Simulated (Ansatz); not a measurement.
Predict the output of the script below (the Python package of Ansatz (0.2.0)).

The script, `cas_fhssi.py`:
```python
"""Active-space calculation on FHSSi."""

import logging
import sys

import ansatz as az

logging.basicConfig(stream=sys.stdout, format="%(name)s: %(message)s")
logger = logging.getLogger("ansatz_job")
logger.setLevel(logging.INFO)

fhssi = (
    az.Crystal.molecule()
    .atom("F", [-1.1807, 0.0366, 1.1493])
    .atom("Si", [0.0627, 0.9442, 0.7554])
    .atom("S", [0.9758, -0.0237, -0.9199])
    .atom("H", [0.1977, -1.0174, -1.0051])
)

model = (
    fhssi.calculation()
    .basis(gaussian="def2-SVP")
    .correlation(active_electrons=6, active_orbitals=7)  # correlation on top of the mean field
)
for method in [None]:
    rep = (model if method is None else model.correlation(method)).run(threads=1).report
    space = rep["configurations"]
    state = space["states"][0]
    print(method or "casscf", f"total {rep['free_energy_ev'] / 27.211386246:.6f} Ha, active-space state {state['energy']['hartree']:.6f} Ha, mean field {rep['reference_energy_ev'] / 27.211386246:.6f} Ha")
    print("  determinants", state["n_determinants"], " natural occupations", [round(n, 3) for n in space["natural_occupations"]])
print("effectively unpaired electrons, sum of min(n, 2 - n):", round(sum(min(n, 2 - n) for n in space["natural_occupations"]), 3))
```

Output of `python cas_fhssi.py`:
```text
casscf total -786.330532 Ha, active-space state -786.330532 Ha, mean field -786.231173 Ha
  determinants 1225  natural occupations [1.982, 1.981, 1.981, 0.02, 0.019, 0.017, 0.001]
effectively unpaired electrons, sum of min(n, 2 - n): 0.114
```

What to keep in mind:
- Total energies depend on the basis set; only differences at equal settings carry meaning.
- The geometry is a force-field or estimated start, not a minimum of this method, and the basis set is short of its limit. The active space starts as a window about the frontier orbitals and is then optimised, not chosen by chemistry.
- Hardware and time: 22 s on 1 thread of Arm Neoverse V1, with other jobs on the host, peak memory 0.18 GiB.

(Lines on the test bed's own set-up are left out of the output.)
